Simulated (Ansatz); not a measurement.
A run for Ansatz (an electronic-structure program): R-HF/def2-TZVPP on hydrogen sulfide (SMILES S), atoms moved off the minimum.

Ansatz 0.2 input:
```yaml
crystal:
  periodic: [false, false, false]
  atoms:
    - {symbol: S, position_ang: [0.07002261, 0.15685790, -0.02066324]}
    - {symbol: H, position_ang: [-0.90299098, -0.87760731, -0.00708067]}
    - {symbol: H, position_ang: [1.08116536, -0.76216731, -0.01949955]}
basis:
  gaussian:
    orbitals: def2-TZVPP
hamiltonian:
  xc: {name: HF}
scf: {lower_state_search: off}
output: {forces: true}
```

Program output:

```
WARN ansatz: RAYON_NUM_THREADS=1 ignored (pool sized by the plan → 1); use --threads N
Functional definition: HF
these checks for a lower state are left out or cut short: stability, starts, cluster_reference, orbital_swaps, neighbouring_geometries, increment
integrals: 0.01 GiB planned
479 factors; their error is unknown
mean field: 0.08 GiB planned
mean field evaluation 1: about -10848.6317 eV, gradient 1.1e1 eV
mean field evaluation 2: about -10849.1336 eV, gradient 4.4e0 eV
mean field evaluation 4: about -10849.2083 eV, gradient 3.6e-1 eV
mean field evaluation 8: about -10849.2592 eV, gradient 5.2e-4 eV
mean field -10849.25919946 eV, -398.7029216882 hartree, gradient 1.0e-6 eV, S^2 0.000000; 0 other end points of the search recorded, 0 dependent functions left out
the calculation of the forces begins
reference -10849.25919946 eV, -398.7029216882 hartree; 9, 9 occupied and 61, 61 virtual orbitals, 479 factors
Total energy: -10849.25919946 eV, -398.7029216882 hartree
Atom 0 at     0.070023     0.156858    -0.020663 Å, force    -0.713609    -2.514071     0.023412 eV/Å
Atom 1 at    -0.902991    -0.877607    -0.007081 Å, force     1.363319     1.691042    -0.020882 eV/Å
Atom 2 at     1.081165    -0.762167    -0.019500 Å, force    -0.649710     0.823030    -0.002529 eV/Å
Dipole moment:     0.011530    -0.234883     0.001733 e Å
Checks for a lower state left out: stability, starts, cluster_reference, orbital_swaps, neighbouring_geometries, increment
```

Self-consistency was reached.

Cost: very roughly 0.5 core-seconds.
